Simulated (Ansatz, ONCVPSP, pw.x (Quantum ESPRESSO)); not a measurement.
## pw.x on bcc In: one setting changed

Potential: optimised norm-conserving Vanderbilt (ONCV), ONCVPSP 4.0.1.1 (patched build), LDA (Perdew-Wang 92); core [Ar] 3d10, reference 4s2 4p6 4d10 5s2 5p1; waves: 4s+5s: rc 1.50 bohr, ncon 3, nbas 6, qcut 8.2 1/bohr, 2 projectors; 4p+5p: rc 1.80 bohr, ncon 4, nbas 8, qcut 9.4 1/bohr, 3 projectors, debl 2.4 Ha; 4d: rc 1.45 bohr, ncon 3, nbas 8, qcut 8.9 1/bohr, 2 projectors, debl 2.4 Ha; local part: polynomial inside 1.45 bohr (lpopt 5, dvloc0 0 Ha); core correction: none.

The reference run (k-mesh 13³, cutoffs 85/340 Ry, Fermi–Dirac 0.01 Ry, mixing_beta 0.4, conv_thr 1e-9, no spin) gives -0.24 GPa at 25.015 Å³/atom, where all-electron LAPW gives -0.32 GPa. This run, with its own iteration cap, changes mixing_mode to TF.

```
&control
  calculation='scf', prefix='x', pseudo_dir='./', outdir='./tmp', tstress=.true., disk_io='none'
/
&system
  ibrav=0, nat=1, ntyp=1, ecutwfc=85, ecutrho=340, nbnd=19,
  occupations='smearing', smearing='fd', degauss=0.01
/
&electrons
  conv_thr=1e-09, mixing_beta=0.4, electron_maxstep=70, mixing_mode='TF'
/
ATOMIC_SPECIES
In 1.0 In.UPF
CELL_PARAMETERS angstrom
  -1.84238408 1.84238408 1.84238408
  1.84238408 -1.84238408 1.84238408
  1.84238408 1.84238408 -1.84238408
ATOMIC_POSITIONS crystal
In 0.0000 0.0000 0.0000
K_POINTS automatic
13 13 13 0 0 0
```

```bash
pw.x < In.scf.in > In.scf.out
```

Task: How does the run end?

Result: It converges in 10 iterations; the free energy moves by +0.0 meV/atom and the pressure by -0.02 GPa. The result is that of the reference run.

```
Message from routine setup:
     using ibrav=0 with symmetry is DISCOURAGED, use correct ibrav instead
     lattice parameter (alat)  =       6.0303  a.u.
     unit-cell volume          =     168.8096 (a.u.)^3
     number of electrons       =        21.00
     number of Kohn-Sham states=           19
     kinetic-energy cutoff     =      85.0000  Ry
     charge density cutoff     =     340.0000  Ry
     scf convergence threshold =      1.0E-09
     Exchange-correlation= SLA  PW   NOGX NOGC
     number of k points=    84  Fermi-Dirac smearing, width (Ry)=  0.0100
     iteration #  1     ecut=    85.00 Ry     beta= 0.40
     total energy              =    -380.87200222 Ry
     estimated scf accuracy    <       0.00686461 Ry
     iteration #  2     ecut=    85.00 Ry     beta= 0.40
     total energy              =    -380.87072345 Ry
     estimated scf accuracy    <       0.00287572 Ry
     iteration #  3     ecut=    85.00 Ry     beta= 0.40
     total energy              =    -380.87097226 Ry
     estimated scf accuracy    <       0.00031293 Ry
     [... 4 iterations left out ...]
     iteration #  8     ecut=    85.00 Ry     beta= 0.40
     total energy              =    -380.87099432 Ry
     estimated scf accuracy    <       0.00000010 Ry
     iteration #  9     ecut=    85.00 Ry     beta= 0.40
     total energy              =    -380.87099429 Ry
     estimated scf accuracy    <       0.00000006 Ry
     iteration # 10     ecut=    85.00 Ry     beta= 0.40
     the Fermi energy is    13.1065 ev
!    total energy              =    -380.87099430 Ry
     estimated scf accuracy    <          7.2E-10 Ry
     smearing contrib. (-TS)   =      -0.00199470 Ry
     The total energy is F=E-TS. E is the sum of the following terms:
     one-electron contribution =    -237.76661462 Ry
     hartree contribution      =     119.93440714 Ry
     xc contribution           =     -32.55348858 Ry
     ewald contribution        =    -230.48330355 Ry
     convergence has been achieved in  10 iterations
          total   stress  (Ry/bohr**3)                   (kbar)     P=       -2.53
     Message from routine punch:
     Nothing written, as per user request (disk_io='none')
```

The run took about 30 s on one core of a shared host (Intel(R) Xeon(R) 6975P-C, 192 threads, 1512 GiB, load 109).
